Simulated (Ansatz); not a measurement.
# CH5N + CH3 radical: a complex and its separated parts

Aim: how far the complex at one end of a reaction step lies below its separated, relaxed parts, level by level.

The runs use Ansatz 0.2.0, Gaussian basis; PBE0-D4/def2-TZVP structures, single points in def2-TZVPP, no counterpoise correction.

Levels: SPW92, PBE-D4, BLYP-D4, r2SCAN-D4, B97M-V, PBE0-D4, B3LYP-D4, r2SCAN0-D4, BHLYP-D4, CAM-B3LYP-D4, wB97X-V, wB97M-V, B2PLYP, PBE-QIDH, RPA on PBE, Hartree-Fock, MP2, CCSD, CCSD(T).

Cores are frozen in the correlated methods. Orbitals are unrestricted. B3LYP uses VWN-RPA correlation. B2PLYP carries no dispersion term here.

21 further runs of the same task are left out: 21 set aside as unsound or not needed.

### Step 1. The system as given

The complex: 11 atoms, charge 0, spin multiplicity 2.

Atoms are counted from 1 here; the program's logs count them from 0.

Bond lengths: H1–C2 1.100 Å, C2–N3 1.452 Å, C2–H5 1.093 Å, C2–H6 1.093 Å, N3–H7 1.012 Å, N3–H8 1.014 Å, C4–H9 1.080 Å, C4–H10 1.080 Å, C4–H11 1.081 Å. Angles: H1–C2–N3 115.3°, H1–C2–H5 107.7°, H1–C2–H6 107.7°, N3–C2–H5 109.4°, N3–C2–H6 109.5°, H5–C2–H6 107.0°, C2–N3–H7 110.5°, C2–N3–H8 110.2°, H7–N3–H8 106.7°, H9–C4–H10 120.0°, H9–C4–H11 119.9°, H10–C4–H11 120.0°.

Coordinates:

```
atom     x (Å)     y (Å)     z (Å)
  H1   0.34425   0.49870   1.63953
  C2   1.23643   0.44056   0.99808
  N3   1.03986   0.85665  -0.37932
  C4  -1.80371  -1.08017  -0.87504
  H5   1.59186  -0.59236   1.01719
  H6   2.01534   1.05402   1.45698
  H7   0.71490   1.81440  -0.41707
  H8   0.32292   0.28882  -0.81757
  H9  -2.44743  -0.32648  -1.30482
 H10  -1.71287  -1.16383   0.19837
 H11  -1.30165  -1.79032  -1.51632
```

Its parts: CH5N holds atoms 1, 2, 3, 5, 6, 7, 8; CH3 radical holds atoms 4, 9, 10, 11. Each part counts its atoms afresh in its own runs.

### Step 2. Relaxing CH5N alone

relax-a/in.yaml reads:

```yaml
crystal:
  periodic: [false, false, false]
  atoms:
    - {symbol: H, position_ang: [0.344250, 0.498701, 1.639526]}
    - {symbol: C, position_ang: [1.236430, 0.440562, 0.998077]}
    - {symbol: N, position_ang: [1.039862, 0.856647, -0.379315]}
    - {symbol: H, position_ang: [1.591856, -0.592357, 1.017192]}
    - {symbol: H, position_ang: [2.015344, 1.054025, 1.456976]}
    - {symbol: H, position_ang: [0.714897, 1.814398, -0.417072]}
    - {symbol: H, position_ang: [0.322919, 0.288821, -0.817572]}
basis:
  gaussian: {orbitals: def2-TZVP}
hamiltonian: {xc: pbe0, dispersion: d4}
relax: {f_tol: 0.005, max_steps: 200}
```

The command line of these runs was not kept.

Further steps of the session: Relaxing CH3 radical alone; wB97M-V/def2-TZVPP; CCSD(T)/def2-TZVPP; Vibrations of CH5N; Vibrations of CH3 radical.

Q: Predict the outcome of this session. Wanted: complex less parts, CCSD(T)/def2-TZVPP; with zero-point energy; largest T1 diagnostic.

The runs gave:

| quantity | value |
| --- | --- |
| complex less parts, CCSD(T)/def2-TZVPP | -0.046 eV |
| with zero-point energy | -0.017 eV |
| largest T1 diagnostic | 0.009 |

In words: At CCSD(T) the complex lies 0.046 eV below its parts. The functionals run from BHLYP-D4, off by -0.008 eV, to SPW92, off by -0.099 eV, against CCSD(T). By rung, the mean size of the error is: LDA 0.099, GGA 0.037, meta-GGA 0.021, hybrid 0.014, range-separated hybrid 0.012, double hybrid 0.015 eV. PBE-D4 gives a relative energy 0.045 eV too low, an error of 98 % of the reference. No counterpoise was applied, and triple zeta lacks some correlation, so the CCSD(T) reference has a basis error of its own, and close matches with it are partly luck.
